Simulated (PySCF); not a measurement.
## Broadened absorption spectrum of C2H9P3

Compound: C2H9P3.
Z-matrix (Å and degrees, GFN2-xTB geometry), rows numbered from 1:
```
C 
P   1  1.8514
C   2  1.8531  1   98.34
P   2  2.1929  1   96.77  3   -98.83
P   4  2.1638  2   96.98  1  -179.00
H   1  1.0888  2  108.61  3   -69.86
H   1  1.0888  2  111.38  3    50.92
H   1  1.0887  2  109.13  3   171.91
H   3  1.0897  2  111.50  1   -51.30
H   3  1.0890  2  108.43  1    69.43
H   3  1.0894  2  109.14  1  -172.62
H   4  1.3973  2   92.28  1   -85.07
H   5  1.3938  4   92.86  2   174.17
H   5  1.3952  4   93.65  2   -93.85
```

Level of theory: TDDFT B3LYP/def2-SVPD, vertical, gas phase, core orbitals frozen in the response in PySCF 2.14.0, density-fitted response routines.

Computed states:

```
state  E (eV)       f
   S1    4.92   0.103
   S2    5.07   0.021
   S3    5.17   0.035
   S4    5.38   0.048
   S5    5.90   0.017
   S6    6.01   0.022
   S7    6.15   0.026
   S8    6.19  0.0013
```

Each state is given a Gaussian of 0.4 eV full width at half maximum, with ε(max) = 2.175×10⁸ f / Δν̃ (Δν̃ the width in cm⁻¹). The width is an assumption, not a result. The curve ends short of the highest state used, and states not computed would add to its high-energy end.

Task: Give the broadened spectrum and its maxima.

Result: 
λ (nm), ε (L mol⁻¹ cm⁻¹) and a bar:
```
    221.8       2001 #######
    223.0       2325 ########
    224.2       2703 #########
    225.4       3114 ##########
    226.6       3539 ############
    227.7       3926 #############
    228.9       4332 ##############
    230.1       4714 ###############
    231.3       5070 #################
    232.5       5401 ##################
    233.7       5714 ###################
    234.8       5993 ####################
    236.0       6298 #####################
    237.2       6610 ######################
    238.4       6936 #######################
    239.6       7275 ########################
    240.8       7624 #########################
    242.0       7973 ##########################
    243.1       8282 ###########################
    244.3       8592 ############################
    245.5       8854 #############################
    246.7       9050 ##############################
    247.9       9163 ##############################
    249.1       9177 ##############################
    250.2       9096 ##############################
    251.4       8901 #############################
    252.6       8597 ############################
    253.8       8192 ###########################
    255.0       7698 #########################
    256.2       7134 #######################
    257.4       6518 #####################
    258.5       5926 ###################
    259.7       5271 #################
    260.9       4623 ###############
    262.1       3999 #############
    263.3       3412 ###########
    264.5       2873 #########
    265.6       2426 ########
    266.8       1992 ######
    268.0       1616 #####
    269.2       1294 ####
    270.4       1024 ###
    271.6        801 ###
    272.8        619 ##
    273.9        485 ##
    275.1        367 #
    276.3        275 #
    277.5        204 #
    278.7        149 
    279.9        109 
    281.1         78 
    282.2         57 
    283.4         40 
    284.6         28 
    285.8         20 
    287.0         14
```

Maxima: 249 nm (4.99 eV), ε about 9200, made up of S1 (70%), S2 (14%) and S3 (14%) (ε in L mol⁻¹ cm⁻¹; maxima over ε = 5, shares over 10%).

Task: What would ε be at 4.99 eV, the highest of these maxima, with half the width (0.2 eV)?

Result: About 12200 L mol⁻¹ cm⁻¹ against 9180, a factor of about 1.3; a lone state at its own centre would give exactly 2.

Task: Coming from long wavelengths, where does ε first pass 100 L mol⁻¹ cm⁻¹?

Result: At about 280 nm (4.43 eV), 0.50 eV below S1.

Task: On this curve, what absorbance would a 10⁻³ mol/L sample give at 254 nm over a 1 cm path?

Result: 254 nm is 4.881 eV, where ε is about 8100 L mol⁻¹ cm⁻¹, so A = ε c l ≈ 8.1 (Beer–Lambert, with the gas-phase spectrum and the assumed width).

Time: 24 s wall; peak memory 0.74 GiB. Hardware: an Arm Neoverse V1 with one thread, on a shared host.

One conformer stands for the species.
